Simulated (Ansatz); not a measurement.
A nudged elastic band was laid between two geometries of CH5Al + H4Si (12 atoms, charge 0, multiplicity 1).

The calculation used Ansatz, RHF/def2-TZVP.

* movable images: 9
* climbing image: yes
* spring: 5.0 eV/Å²
* optimiser: quadratic models (default)
* start path: through a guess of the saddle point
* force threshold: 0.05 eV/Å
* iteration limit: 60
* end points: relaxed

First end point:

```xyz
12
Properties=species:S:1:pos:R:3
Al -0.035 0.230 0.526
C 0.151 0.967 2.337
H -0.687 0.709 2.979
H 1.065 0.640 2.825
H 0.191 2.056 2.289
H 1.241 -0.014 -0.382
H -1.468 0.042 -0.124
Si -0.440 -3.450 0.830
H -0.697 -3.402 -0.618
H 0.648 -4.393 1.135
H -1.663 -3.816 1.565
H -0.013 -2.103 1.290
```

Last end point:

```xyz
12
Properties=species:S:1:pos:R:3
Al -0.344 -0.931 -0.667
C 0.262 0.650 3.135
H -0.599 1.013 3.680
H 1.161 0.833 3.709
H 0.333 1.169 2.188
H 1.045 -0.338 -1.136
H -1.639 -0.040 -0.835
Si -0.494 -3.237 0.256
H -0.754 -4.221 -0.824
H 0.759 -3.650 0.932
H -1.595 -3.365 1.239
H 0.157 -0.416 2.973
```

Task: Which bonds break or form, and what moves?

Result: Bonds broken: Al1–C2, Si8–H12. Bonds formed: Al1–Si8, C2–H12. CH5Al + H4Si becomes AlH5Si + CH4.

Task: What energy profile does the band end with?

Result: The forces met the threshold. The highest image is number 5 of 0 to 10, 53.5 kcal/mol above the first end and 54.1 kcal/mol above the last; the last end lies 0.7 kcal/mol below the first. Neighbouring images differ by up to 1.8 eV, so the band resolves the path poorly. A vibrational analysis at the climbing image gives one clearly imaginary mode, 1772i cm⁻¹: a first-order saddle point. The orbitals stay closed-shell, which can raise the energy where a bond breaks towards radicals; this wasn't checked here.

| image | path coordinate (Å) | energy (kcal/mol) | Al1–C2 (Å) | Si8–H12 (Å) | Al1–Si8 (Å) |
| --- | --- | --- | --- | --- | --- |
| 0 | 0.00 | 0.0 | 1.96 | 1.49 | 3.72 |
| 1 | 0.60 | 0.1 | 1.96 | 1.48 | 3.72 |
| 2 | 1.21 | 0.6 | 1.96 | 1.48 | 3.53 |
| 3 | 1.81 | 3.1 | 1.97 | 1.47 | 3.28 |
| 4 | 2.41 | 17.8 | 1.99 | 1.53 | 2.95 |
| 5 | 3.02 | 53.5 | 2.15 | 1.92 | 2.71 |
| 6 | 3.80 | 10.9 | 2.58 | 2.50 | 2.50 |
| 7 | 4.58 | 1.2 | 3.03 | 2.90 | 2.49 |
| 8 | 5.36 | -0.4 | 3.42 | 3.32 | 2.49 |
| 9 | 6.14 | -0.7 | 3.80 | 3.76 | 2.49 |
| 10 | 6.92 | -0.7 | 4.16 | 3.97 | 2.49 |

Task: What is the geometry of the highest image?

Result: 
```xyz
12
Properties=species:S:1:pos:R:3
Al -0.140 -0.238 0.211
C 0.077 0.244 2.298
H -0.794 0.174 2.936
H 0.962 -0.065 2.839
H 0.209 1.294 2.038
H 1.241 -0.099 -0.523
H -1.559 0.211 -0.291
Si -0.355 -2.850 0.886
H -0.619 -3.331 -0.490
H 0.874 -3.511 1.377
H -1.488 -3.269 1.742
H -0.115 -1.094 1.627
```

Time of the run: 77 s on 4 threads of AMD EPYC 9R45 96-Core Processor (Zen 5), on a shared host, peak memory 0.4 GiB.
